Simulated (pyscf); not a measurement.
PySCF, gas phase, ωB97X-D3(BJ)/def2-SVP geometries.

### Question
What is the homolytic dissociation enthalpy (298 K, ωB97M-D3(BJ)/def2-TZVP) of the O–Si bond of HO–SiH₂–Si(SiH₃)(SiH₃)–Cl, to OH• + •H₂Si–Si(SiH₃)(SiH₃)–Cl?

### Answer
O–Si to OH• + •H₂Si–Si(SiH₃)(SiH₃)–Cl: 117.8 kcal/mol. The 7 functionals that were run give +112.2 (r²SCAN) to +118.1 kcal/mol (M06-2X). •H₂Si–Si(SiH₃)(SiH₃)–Cl lies 6.3 kcal/mol over its isomer H₃Si–Si•(SiH₃)–SiH₂–Cl, and others may lie lower still (electronic energy, ωB97M-D3(BJ)). Left out: the spin-orbit lowering of OH.
